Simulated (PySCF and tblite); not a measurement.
Results of a calculation; reference values are marked as such.
C4H9Cl, numbered as in [CH3:1][CH2:2][CH2:3][CH2:4][Cl:5].

Search: ETKDG and KDG, MMFF94s, GFN2-xTB, 90 starts; geometries at GFN2-xTB. Free energies are B3LYP-D3(BJ)/def2-TZVP (IEF-PCM, chloroform) single points with GFN2-xTB rigid-rotor and vibrational terms (modes under about 100 cm⁻¹ blended into free rotors). Symmetry numbers and mirror images are counted. Conformers within 2.5 kcal/mol (GFN2-xTB free energy) were kept, 6 at most. Codes: tblite and PySCF.

Rotational constants are equilibrium values for the commonest isotopes; dipoles come from the energy level named and are polarised by its solvent model.

Torsions listed: C1–C2–C3–C4, C2–C3–C4–Cl5. Of a mirror pair one member is shown.

```
conformer        shape   symmetry
        1  -179°, -65°  C1 (pair)
        2   180°, 180°         Cs
        3     68°, 64°  C1 (pair)
        4  -67°, -176°  C1 (pair)
        5    -68°, 84°  C1 (pair)
```

Problem. Give the rotational constants and dipole components.

Solution. 
```json
{"conformer": "1", "A (MHz)": "9347", "B (MHz)": "1740", "C (MHz)": "1575", "abs μa (D)": "1.57", "abs μb (D)": "1.82", "abs μc (D)": "0.36", "κ": "-0.96", "Ic−Ia−Ib (u Å²)": "-23.7"}
{"conformer": "2", "A (MHz)": "16849", "B (MHz)": "1336", "C (MHz)": "1278", "abs μa (D)": "2.42", "abs μb (D)": "1.11", "abs μc (D)": "0.00", "κ": "-0.99", "Ic−Ia−Ib (u Å²)": "-12.6"}
{"conformer": "3", "A (MHz)": "7318", "B (MHz)": "2008", "C (MHz)": "1874", "abs μa (D)": "1.79", "abs μb (D)": "1.49", "abs μc (D)": "0.72", "κ": "-0.95", "Ic−Ia−Ib (u Å²)": "-51.1"}
{"conformer": "4", "A (MHz)": "12477", "B (MHz)": "1509", "C (MHz)": "1435", "abs μa (D)": "2.60", "abs μb (D)": "0.12", "abs μc (D)": "0.57", "κ": "-0.99", "Ic−Ia−Ib (u Å²)": "-23.4"}
{"conformer": "5", "A (MHz)": "6140", "B (MHz)": "2469", "C (MHz)": "1919", "abs μa (D)": "1.58", "abs μb (D)": "1.91", "abs μc (D)": "0.44", "κ": "-0.74", "Ic−Ia−Ib (u Å²)": "-23.6"}
```
